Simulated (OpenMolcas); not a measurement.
**BH2F (SMILES [H]B([H])F): methods side by side**

BH2F: 4 atoms, total charge 0, spin state singlet. SMILES: `[H]B([H])F`. The coordinates come from a GFN2-xTB relaxation.

```xyz
4

B     0.0300    0.0492    0.0006
H     1.1984   -0.0340    0.0156
H    -0.5783    1.0502   -0.0194
F    -0.6501   -1.0654    0.0032
```

Quantity: the energy change with the B1–F4 bond stretched from 1.306 to 1.632 Å, in eV. The values are calculated.

| level | kind | program | value (eV) | less FCI/STO-3G | CPU time (all runs) |
| --- | --- | --- | --- | --- | --- |
| HF/STO-3G (restricted) | Hartree–Fock | OpenMolcas | 2.03 | +0.32 | 2.9 s |
| SVWN5/STO-3G (restricted) | LDA | OpenMolcas | 1.73 | +0.02 | 6 s |
| PBE/STO-3G (restricted) | GGA | OpenMolcas | 1.53 | -0.18 | 6.5 s |
| M06-2X/STO-3G (restricted) | hybrid meta-GGA | OpenMolcas | 1.87 | +0.16 | 7.2 s |
| B2PLYP/STO-3G (restricted) | double hybrid | OpenMolcas | 1.79 | +0.08 | 6.2 s |
| MP2/STO-3G (restricted) | perturbation theory | OpenMolcas | 1.96 | +0.25 | 3 s |
| ACPF/STO-3G (restricted) | coupled cluster or CI | OpenMolcas | 1.68 | -0.03 | 3.3 s |
| CISD/STO-3G (restricted) | coupled cluster or CI | OpenMolcas | 1.77 | +0.06 | 3.2 s |
| FCI/STO-3G | exact in the basis | OpenMolcas | 1.71 | 0.00 | 7.8 s |

FCI/STO-3G is exact within its basis and frozen core, so for wave-function methods in that basis the difference is their error; functionals converge differently with the basis, so for them it is only a difference. The first shape isn't each level's own minimum. The values span 1.53 to 2.03 eV. All rows use very small basis sets, so even the best lies far from the true value. Times are those of the runs behind each value, whatever else they computed, on shared processors of several kinds: orders of magnitude only.
